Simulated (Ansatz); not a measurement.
The same calculation of CH4BF, SMILES CBF as a Python script and as an input file (Ansatz 0.2.0 through its Python package).

Run as a notebook:

In [1]:
```python
import ansatz as az
from ase import Atoms
```

In [2]:
```python
BASIS_SET = '6-31G*'

atoms = Atoms(['C', 'B', 'F', 'H', 'H', 'H', 'H'], positions=[
    (-0.5456, 0.3194, -0.14),
    (0.7086, -0.4432, 0.2487),
    (1.3784, -1.2226, -0.756),
    (-1.2892, -0.3314, -0.5297),
    (-0.3453, 1.0899, -0.9652),
    (-0.9887, 0.9183, 0.7334),
    (1.143, -0.3983, 1.3631),
])
ch4bf = az.Crystal.molecule_from_ase(atoms)
```

In [3]:
```python
calculation = (
    ch4bf.calculation()
    .basis(gaussian=BASIS_SET)
    .correlation(active_electrons=6, active_orbitals=6)
)
for method in ['sc_nevpt2']:
    rep = (calculation if method is None else calculation.correlation(method)).run().report
    space = rep['configurations']
    state = space['states'][0]
    print(method or 'casscf', f'total {rep["free_energy_ev"] / 27.211386246:.6f} Ha, active-space state {state["energy"]["hartree"]:.6f} Ha, mean field {rep["reference_energy_ev"] / 27.211386246:.6f} Ha')
    print('  determinants', state['n_determinants'], ' natural occupations', [round(n, 3) for n in space['natural_occupations']])
print('effectively unpaired electrons, sum of min(n, 2 - n):', round(sum(min(n, 2 - n) for n in space['natural_occupations']), 3))
```
```text
sc_nevpt2 total -164.739722 Ha, active-space state -164.417743 Ha, mean field -164.360032 Ha
  determinants 400  natural occupations [1.983, 1.979, 1.977, 0.022, 0.022, 0.017]
effectively unpaired electrons, sum of min(n, 2 - n): 0.122
```

`input.yaml`:
```yaml
crystal:
  periodic: [false, false, false]
  atoms:
    - { symbol: C, position_ang: [-0.5456, 0.3194, -0.14] }
    - { symbol: B, position_ang: [0.7086, -0.4432, 0.2487] }
    - { symbol: F, position_ang: [1.3784, -1.2226, -0.756] }
    - { symbol: H, position_ang: [-1.2892, -0.3314, -0.5297] }
    - { symbol: H, position_ang: [-0.3453, 1.0899, -0.9652] }
    - { symbol: H, position_ang: [-0.9887, 0.9183, 0.7334] }
    - { symbol: H, position_ang: [1.143, -0.3983, 1.3631] }
basis:
  gaussian:
    orbitals: "6-31G*"
correlation:
  method: sc_nevpt2
  active_space:
    window:
      electrons: 6
      orbitals: 6
```

What to keep in mind:
- Total energies depend on the basis set; only differences at equal settings carry meaning.
- The geometry is a force-field or estimated start, not a minimum of this method, and the basis set is short of its limit. The active space starts as a window about the frontier orbitals and is then optimised, not chosen by chemistry.
- It ran for 4.7 s on 1 thread of Arm Neoverse V1, on a shared host, peak memory 0.16 GiB.
